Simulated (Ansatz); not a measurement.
# PH (SMILES [PH]): the energy, rung by rung

PH has 2 atoms, charge 0, and is taken as a triplet. As SMILES, `[PH]`. The shape is that of a PBE0-D4/def2-TZVP optimisation.

| atom | x (Å) | y (Å) | z (Å) |
| --- | --- | --- | --- |
| P | 0.0000 | 0.0000 | -0.0146 |
| H | 0.0000 | 0.0000 | 1.4137 |

Quantity: the energy change with the P1–H2 bond stretched from 1.428 to 1.785 Å, in eV. The values are calculated.

```tsv
level	kind	program	value (eV)	less FCI/cc-pVDZ	CPU time (all runs)
UHF/cc-pVDZ	Hartree–Fock	Ansatz	0.85	+0.19	0.32 s
U-revPBE/cc-pVDZ	GGA	Ansatz	0.60	-0.06	1.5 s
UBLYP/cc-pVDZ	GGA	Ansatz	0.58	-0.08	1.5 s
UBHLYP/cc-pVDZ	global hybrid	Ansatz	0.78	+0.12	1.6 s
U-wB97M-V/cc-pVDZ	range-separated hybrid	Ansatz	0.73	+0.07	13 s
UB2PLYP/cc-pVDZ	double hybrid	Ansatz	0.72	+0.06	1.7 s
RPA@PBE/cc-pVDZ	RPA	Ansatz	0.66	0.00	1.7 s
UCCSDT(Q)/cc-pVDZ	coupled cluster or CI	Ansatz	0.66	0.00	3 s
FCI/3-21G	exact in the basis	Ansatz	0.42	-0.24	0.76 s
FCI/cc-pVDZ	exact in the basis	Ansatz	0.66	0.00	1.5 s
```

FCI/cc-pVDZ is exact within its basis and frozen core, so for wave-function methods in that basis the difference is their error; functionals converge differently with the basis, so for them it is only a difference. The first shape isn't each level's own minimum. The values span 0.42 to 0.85 eV. High-level rows in very small sets aren't better than simpler rows in larger ones. Times are those of the runs behind each value, whatever else they computed, on shared processors of several kinds: orders of magnitude only.
